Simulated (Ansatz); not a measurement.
# CH₆NSi+ (SMILES C1[NH2+][SiH2]1): one structure at several levels

One table from this session's results is given with a row withheld; the runs are named, their logs left out.

Method: single points in def2-TZVPP; program: Ansatz 0.2.0, Gaussian basis.

Cores are frozen in the correlated methods.

**The starting structure**

SMILES `C1[NH2+][SiH2]1`, 9 atoms, charge 1, spin multiplicity 1.

Atoms are counted from 1 here; the program's logs count them from 0.

Bond lengths: C1–N2 1.526 Å, C1–Si3 1.941 Å, C1–H4 1.116 Å, C1–H5 1.126 Å, N2–Si3 1.973 Å, N2–H6 1.009 Å, N2–H7 1.045 Å, Si3–H8 1.501 Å, Si3–H9 1.471 Å. Angles: N2–C1–Si3 68.2°, N2–C1–H4 114.2°, N2–C1–H5 115.4°, Si3–C1–H4 122.8°, Si3–C1–H5 122.4°, H4–C1–H5 107.9°, C1–N2–Si3 65.9°, C1–N2–H6 115.4°, C1–N2–H7 114.3°, Si3–N2–H6 125.3°, Si3–N2–H7 122.1°, H6–N2–H7 107.1°, C1–Si3–N2 45.9°, C1–Si3–H8 116.9°, C1–Si3–H9 116.1°, N2–Si3–H8 106.8°, N2–Si3–H9 106.9°, H8–Si3–H9 126.8°.

Geometry (Å):

```xyz
9
charge 1, multiplicity 1
C    -0.6488    0.2907   -0.6574
N     0.8142    0.3040   -0.2243
Si   -0.3725   -0.7147    0.9793
H    -0.8303   -0.1985   -1.6440
H    -1.1572    1.2955   -0.6704
H     1.4642   -0.1000   -0.8814
H     1.1797    1.2506    0.0265
H    -0.0006   -2.1612    0.8335
H    -0.4668    0.0490    2.2324
```

The first run:

The input, run/in.yaml:

```yaml
crystal:
  periodic: [false, false, false]
  atoms:
    - {symbol: C, position_ang: [-0.648800, 0.290700, -0.657400]}
    - {symbol: N, position_ang: [0.814200, 0.304000, -0.224300]}
    - {symbol: Si, position_ang: [-0.372500, -0.714700, 0.979300]}
    - {symbol: H, position_ang: [-0.830300, -0.198500, -1.644000]}
    - {symbol: H, position_ang: [-1.157200, 1.295500, -0.670400]}
    - {symbol: H, position_ang: [1.464200, -0.100000, -0.881400]}
    - {symbol: H, position_ang: [1.179700, 1.250600, 0.026500]}
    - {symbol: H, position_ang: [-0.000600, -2.161200, 0.833500]}
    - {symbol: H, position_ang: [-0.466800, 0.049000, 2.232400]}
basis:
  gaussian: {orbitals: def2-TZVPP}
total_charge: 1
correlation: {method: ccsd_t}
output: {forces: true}
```

No record of the launch command was kept for these runs.

Among the steps run: CCSD(T)/def2-TZVPP; PBE0-D4/def2-TZVPP; wB97M-V/def2-TZVPP; r2SCAN-D4/def2-TZVPP; PBE-D4/def2-TZVPP; BHLYP-D4/def2-TZVPP; LC-wPBE/def2-TZVPP.

One of the session's tables, all rows but one given; the rest of the session is left out.

```
   method  RMS force component (eV/Å)  angle to CCSD(T) forces (°)
  CCSD(T)                       0.722                    reference
  PBE0-D4                           ?                            ?
  wB97M-V                       0.751                          6.6
r2SCAN-D4                       0.727                          5.9
   PBE-D4                       0.645                         13.9
 BHLYP-D4                       0.843                         10.5
  LC-wPBE                       0.823                         14.0
```

**Question.** Estimate the row for PBE0-D4.

The run gave: RMS force component (eV/Å): 0.751; angle to CCSD(T) forces (°): 11.2.
